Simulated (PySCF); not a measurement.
## O: electron affinity

O⁻ [He] 2s2 2p5 (2P) → O [He] 2s2 2p4 (3P), as a difference of total energies. All numbers are calculated (PySCF 2.14, scalar relativity by spin-free X2C-1e, in dyall-av3z (15s9p3d2f, 71 functions)). Correlated levels: valence: 1s2 frozen; virtual orbitals above 40 to 60 times the deepest correlated orbital energy dropped. The calculations carry no spin-orbit coupling.

```
           method  electron affinity (eV)
              UHF                  -0.582
    MP2 (valence)                   1.415
SCS-MP2 (valence)                   1.381
   CCSD (valence)                   1.178
CCSD(T) (valence)                   1.332
```

Errors of the correlated levels include the incompleteness of this basis and the frozen core.

A negative affinity means that the anion lies above the atom at that level of theory.

Task: Which method comes closest to the reference value, and which is furthest?

Result: The reference is 1.461 eV (measured; photodetachment measurements, as compiled on the Wikipedia data page of electron affinities). Closest: MP2 (valence) (error -0.046 eV); furthest: UHF (error -2.043 eV).
